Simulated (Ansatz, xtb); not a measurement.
# AlH4NS: 3 structures ranked

3 gas-phase structures of AlH4NS, found in a search over its isomers (lower ones may exist). Each was relaxed with GFN2-xTB; where two conformers were screened, the lower at r2SCAN-D4/def2-SVP is listed:

A. `[NH2][AlH][SH]`, a singlet
B. `[NH2+]1[AlH2-][S]1`, a singlet
C. `[NH]1[AlH2-][SH+]1`, a singlet

Problem. Estimate their order in r2SCAN-D4/def2-SVP energy at these geometries, lowest first.

Solution. Calculated order at r2SCAN-D4/def2-SVP: A (0.0), B (156.4), C (244.4) kJ/mol.

Energies above the lowest of each column, in kJ/mol; the last columns are at B3LYP-D4/def2-TZVP geometries and were run for some of them only (a dash: not run or not comparable):

```csv
structure,GFN2-xTB,HF/STO-3G,r2SCAN-D4/def2-SVP,B3LYP-D4/def2-TZVP,CCSD(T)/def2-TZVP
A,0.0,0.0,0.0,0.0,0.0
B,97.7,97.5,156.4,158.7,156.6
C,119.9,218.9,244.4,–,–
```

Every level run on A puts it lowest or level with the lowest. Flexible structures stand in one conformer each, not always the lowest. Frequencies (B3LYP-D4/def2-TZVP) were run for A, B alone.

Programs: Ansatz 0.2.0, xtb 6.7.1.
